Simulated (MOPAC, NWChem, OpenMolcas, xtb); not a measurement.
**SiH4O2 (SMILES [H][Si]([H])(O)O): methods side by side**

SiH4O2 has 7 atoms, charge 0, and is taken as a singlet. As SMILES, `[H][Si]([H])(O)O`. Geometry: relaxed at GFN2-xTB. This is one conformer, not always the lowest.

```xyz
7

Si   -0.2522    0.0637   -0.3466
O    -0.1977    0.0445    1.2863
H    -0.9957    0.1270    1.7966
O     1.2842   -0.0729   -0.8318
H     1.9337   -0.4339   -0.2342
H    -0.7268    1.3427   -0.8550
H    -1.0454   -1.0711   -0.8152
```

Each level gives the dipole moment (D). The values are calculated.

```
         level            kind     program  value (D)   CPU time
           PM3  semi-empirical       MOPAC       1.66  under 2 s
           PM6  semi-empirical       MOPAC       1.87  under 2 s
      GFN2-xTB  semi-empirical         xtb       1.78  under 2 s
      GFN1-xTB  semi-empirical         xtb       2.54  under 2 s
     HF/STO-3G    Hartree–Fock      NWChem       1.66      1.1 s
      HF/3-21G    Hartree–Fock  OpenMolcas       2.38        2 s
   HF/def2-SVP    Hartree–Fock  OpenMolcas       1.91      3.8 s
HF/aug-pcseg-1    Hartree–Fock  OpenMolcas       1.75       11 s
   PBE/cc-pVDZ             GGA  OpenMolcas       1.65       20 s
  BLYP/pcseg-2             GGA  OpenMolcas       1.70       92 s
```

The values span 1.65 to 2.54 D. Sets without polarisation functions give poor dipoles. Without the sets that lack polarisation functions the rows with a basis span only 1.65 to 1.91 D. CPU times are rough (shared hosts, several kinds of processor): they show what a rung costs within a factor of a few.
